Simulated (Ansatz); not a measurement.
**SiH3F: a reaction path by the nudged elastic band**

Aim: the minimum-energy path between two given structures and its highest point. Both ends were relaxed at PBE0-D4 in triple zeta.

The runs use Ansatz 0.2.0, Gaussian basis; PBE0-D4/def2-SVP.

16 further runs of the same task are left out: 16 set aside as unsound or not needed.

## Step 1: The system as given

The first end: 5 atoms, charge 0, spin multiplicity 1.

Atoms are counted from 1 here; the program's logs count them from 0.

Bond lengths: Si1–H4 1.520 Å, Si1–H5 1.520 Å, H2–F3 0.928 Å. Angles: H4–Si1–H5 92.9°.

Geometry (Å):

```mol
FH3Si
  3D, bonds by distance, orders not assigned

  5  3  0  0  0  0  0  0  0  0999 V2000
   -0.7291    0.0411    0.6638 Si  0  0
    0.3498   -1.3435   -1.2338 H   0  0
    0.7015   -0.5249   -0.9742 F   0  0
    0.4808    0.4042    1.5088 H   0  0
   -0.8029    1.4231    0.0356 H   0  0
  1  4  8  0
  1  5  8  0
  2  3  8  0
M  END
```

The second end:

```xyz
5
charge 0, multiplicity 1
Si   -0.0317   -0.0042    0.0247
H    -0.6968   -1.2914   -0.2857
F     1.2232    0.1625   -0.9536
H     0.4623    0.0034    1.4217
H    -0.9570    1.1297   -0.2069
```

## Step 2: The band at PBE0-D4/def2-SVP

The input, neb/in.yaml:

```yaml
crystal:
  periodic: [false, false, false]
  atoms:
    - {symbol: Si, position_ang: [-0.729115, 0.041143, 0.663773]}
    - {symbol: H, position_ang: [0.349768, -1.343509, -1.233818]}
    - {symbol: F, position_ang: [0.701509, -0.524890, -0.974219]}
    - {symbol: H, position_ang: [0.480753, 0.404190, 1.508830]}
    - {symbol: H, position_ang: [-0.802915, 1.423066, 0.035633]}
basis:
  gaussian: {orbitals: def2-SVP}
hamiltonian: {xc: pbe0, dispersion: d4}
neb:
  images: 5
  climbing: true
  max_iterations: 40
  initial_path: idpp
  final_atoms:
    - {symbol: Si, position_ang: [-0.031664, -0.004212, 0.024720]}
    - {symbol: H, position_ang: [-0.696836, -1.291384, -0.285729]}
    - {symbol: F, position_ang: [1.223249, 0.162495, -0.953573]}
    - {symbol: H, position_ang: [0.462260, 0.003427, 1.421719]}
    - {symbol: H, position_ang: [-0.957008, 1.129674, -0.206937]}
```

The run is started by

```bash
ansatz run in.yaml --threads 2 --pin off --events-out ev --progress --plain --max-ram 4352MiB
```

Before running it: what results should come out? Wanted: from earlier runs: barrier over the separately found saddle, CCSD(T)/def2-TZVPP.

The runs gave:

```
                                                                       quantity                                           value
                                                PBE0-D4/def2-SVP, 10 iterations  highest 0.347 eV (image 2), last end -3.221 eV
from earlier runs: barrier over the separately found saddle, CCSD(T)/def2-TZVPP                                        0.529 eV
```

In words: The highest image lies 0.347 eV above the first end, and it climbed, so it estimates the saddle. The ends are not quite minima at this level (largest force component 0.74 eV/Å), so the heights are unreliable: relaxing the first end would lower it and raise the barrier above it. The highest image is 0.182 eV below the CCSD(T) barrier in triple zeta, which comes from separate runs on the saddle.
